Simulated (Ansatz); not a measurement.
```yaml
crystal:
  periodic: [false, false, false]
  atoms:
    - {symbol: Nb, position_ang: [-0.039965, -0.070151, -0.000160]}
    - {symbol: O, position_ang: [1.625087, -0.592677, 0.003617]}
    - {symbol: O, position_ang: [-1.338506, 1.095710, -0.002473]}
    - {symbol: H, position_ang: [-0.865211, -1.518700, -0.003453]}
basis:
  gaussian: {orbitals: def2-TZVP}
magnetization: {spin_polarized: true, initial_magnetization: 4}
hamiltonian: {xc: pbe0}
relax: {f_tol: 0.004, max_steps: 80}
```

```sh
$ ansatz run in.yaml --threads 1 --pin off --events-out ev --progress --plain --max-ram 2176MiB
```

Steps of the relaxation (energy above the last step; positions in Å, forces in eV/Å):

```
4
step 1, 878.6 meV
Nb   -0.040   -0.070    0.000   -0.049   -0.086    0.000
O     1.625   -0.593    0.004    2.679   -0.101    0.007
O    -1.339    1.096   -0.002   -1.453    2.253   -0.002
H    -0.865   -1.519   -0.003   -1.177   -2.066   -0.005
```

```
4
step 2, 348.3 meV
Nb   -0.048   -0.084    0.000   -0.520   -0.913   -0.002
O     1.696   -0.512    0.004    0.694    0.430    0.002
O    -1.305    1.198   -0.002    0.016    0.816    0.001
H    -0.962   -1.689   -0.004   -0.190   -0.334   -0.001
```

```
4
step 3, 87.9 meV
Nb   -0.107   -0.187    0.000   -0.555   -0.974   -0.002
O     1.733   -0.353    0.004    0.023    0.244    0.000
O    -1.187    1.311   -0.002    0.198    0.144    0.001
H    -1.058   -1.857   -0.004    0.333    0.585    0.001
```

```
4
step 7, 0.0 meV
Nb   -0.150   -0.264   -0.001    0.014    0.025    0.000
O     1.726   -0.328    0.004    0.001   -0.006    0.000
O    -1.162    1.318   -0.002   -0.006   -0.003    0.000
H    -1.032   -1.812   -0.004   -0.009   -0.016    0.000
```

```
4
step 8, 0.0 meV
Nb   -0.149   -0.262   -0.001    0.002    0.004    0.000
O     1.727   -0.330    0.004   -0.002   -0.001    0.000
O    -1.164    1.318   -0.002    0.000   -0.002    0.000
H    -1.032   -1.812   -0.004    0.000   -0.001    0.000
```

Close pairs at the end: Nb1–H4 1.784 Å, Nb1–O2 1.878 Å, Nb1–O3 1.878 Å.

A stationary point of unrestricted PBE0 after 8 steps, with ⟨S²⟩ = 6.021 against 6.00 for a pure state; no frequencies were run, so it isn't proven a minimum. 75 s on 1 thread of Intel Xeon Platinum 8488C, shared host.
